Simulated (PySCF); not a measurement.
Molecule: SMILES [MgH2], H2Mg.

Mapped SMILES: `[MgH2:1]`. Each H is labelled by its parent atom.

Geometry PBE0-D3(BJ)/def2-SVP throughout; GIAO in PySCF 2.14.0 with density-fitted response routines, gas phase, one conformer, non-relativistic; equivalent atoms averaged; functional PBE0.

Q: How do the absolute shieldings σ depend on the basis set? (ppm; last column core-seconds on shared hosts with different chips, so compare them loosely)

A: 
```
    basis set  functions    Mg1  H(Mg1)  core-s
       STO-3G         11  402.1   31.65     0.5
     pcSseg-0         14  455.5   26.80     0.8
        6-31G         17  481.5   26.62     0.5
       6-31G*         22  481.0   26.47     0.6
     pcSseg-1         26  437.1   26.65     1.4
     def2-SVP         28  458.2   26.54     0.6
      cc-pVDZ         28  487.2   26.37     1.2
    def2-TZVP         44  436.3   26.60       1
  aug-cc-pVDZ         45  486.9   26.53     1.6
6-311+G(2d,p)         47  436.6   26.61     1.1
     pcSseg-2         56  435.2   26.60     0.5
      cc-pVTZ         62  464.2   26.66     2.6
     pcSseg-3        113  435.4   26.66     3.3
```

Q: Which nucleus moves most, in ppm?

A: Mg1 (Mg bonded to 2 H): from 402.1 ppm with STO-3G to 487.2 ppm with cc-pVDZ. The smallest spread is 5.28 ppm, at H(Mg1).

Q: Taking the largest basis, pcSseg-3 (113 functions), as the yardstick, rank the others by their worst heavy-atom deviation.

A: pcSseg-2 0.2 ppm (56 functions), def2-TZVP 0.9 ppm (44 functions), 6-311+G(2d,p) 1.2 ppm (47 functions), pcSseg-1 1.7 ppm (26 functions), pcSseg-0 20.1 ppm (14 functions), def2-SVP 22.8 ppm (28 functions), cc-pVTZ 28.8 ppm (62 functions), STO-3G 33.3 ppm (11 functions), 6-31G* 45.6 ppm (22 functions), 6-31G 46.1 ppm (17 functions), aug-cc-pVDZ 51.5 ppm (45 functions), cc-pVDZ 51.8 ppm (28 functions).

A small basis that lands close on one nucleus may do so by chance; judge by the trend and by all nuclei.
